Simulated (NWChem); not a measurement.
## A calculation on H$_{2}$Si

```xyz
3

Si     0.0000     0.0000     0.1341
H      1.0961     0.0000    -0.9390
H     -1.0961     0.0000    -0.9390
```
Charge 0, spin multiplicity 1.

All runs are NWChem calculations. All single points use one geometry, from PBE0/def2-SVP, a minimum by its harmonic frequencies.

Static limit.

The correlated methods keep 5 core orbitals frozen. The structure started from a generated list of species.

### Question
Give the polarisability tensor in bohr³ at CCSD linear response/def2-SVPD, 5 core orbitals frozen, in the frame of the coordinates, and its isotropic mean.

### Answer
```
36.00   0.00   0.00
 0.00  29.61   0.00
 0.00   0.00  36.30
```
Mean (one third of the trace): 33.97 bohr³.
